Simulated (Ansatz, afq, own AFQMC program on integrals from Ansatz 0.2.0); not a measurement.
## Where AFQMC and coupled cluster stand for BH$_{2}$, quartet

```
atom   x (Å)    y (Å)    z (Å)
   B  0.0000  -0.0800   0.0000
   H  0.0000   0.4291  -1.0770
   H  0.0000   0.4291   1.0770
```

Basis cc-pVDZ. Noble-gas cores (and the filled d shells of Ga–Kr and In–Xe) are frozen. Integrals, coupled cluster, full CI and functionals: Ansatz 0.2.0; the random walks run on the same integrals in our own AFQMC program. ph-AFQMC/CISD is guided by a CISD state made of CCSD amplitudes; releasing the constraint for a short imaginary time cuts its bias at the price of noise, slowly where states lie close. Error bars are statistical, one sigma.

Determinant: UHF, the one that the program's search chose, which needn't be the lowest solution. The geometry is a PBE0/def2-TZVP stationary point of this or a neighbouring charge and spin state.

Full CI on the same integrals is exact in this basis and with this determinant's frozen core.

Cautions: another spin lies lower (by 5.31 eV); the released energies are still falling, so no released level is given (meV from the phaseless value at times in 1/Eh: -2.3 ± 0.9 at 0.24, -4.2 ± 0.7 at 0.51, -6.2 ± 0.5 at 0.99, -8.7 ± 0.6 at 1.62, -11.0 ± 0.5 at 2.40), though the last usable value meets full CI within the noise.

* T1 diagnostic: 0.0171
* weight of the determinant in the CISD state: 0.939
* ⟨S²⟩ of the determinant: 3.760
* size of the correlated space: 5 electrons in 23 orbitals

Reference: full CI, correlation energy -2.327 eV.

```json
{"level": "HF", "E − E(reference) (meV)": "2327.0", "share of correlation (%)": "0.00"}
{"level": "MP2", "E − E(reference) (meV)": "620.1", "share of correlation (%)": "73.35"}
{"level": "CCSD", "E − E(reference) (meV)": "67.3", "share of correlation (%)": "97.11"}
{"level": "CCSD(T)", "E − E(reference) (meV)": "16.6", "share of correlation (%)": "99.29"}
{"level": "CCSDT", "E − E(reference) (meV)": "2.5", "share of correlation (%)": "99.89"}
{"level": "CCSDT(Q)", "E − E(reference) (meV)": "0.6", "share of correlation (%)": "99.97"}
{"level": "CCSDTQ", "E − E(reference) (meV)": "0.0", "share of correlation (%)": "100.00"}
{"level": "ph-AFQMC/CISD", "E − E(reference) (meV)": "11.4 ± 0.8", "share of correlation (%)": "99.51"}
```

CCSDT and higher add their correlation energy to the determinant of the CCSD(T) run, since their own runs factorise the integrals more tightly (a shift of under 2 meV). A walk keeps the symmetry of its determinant, which the program's search chose and which needn't be the lowest solution, so a lower state of the same spin and another symmetry isn't excluded.
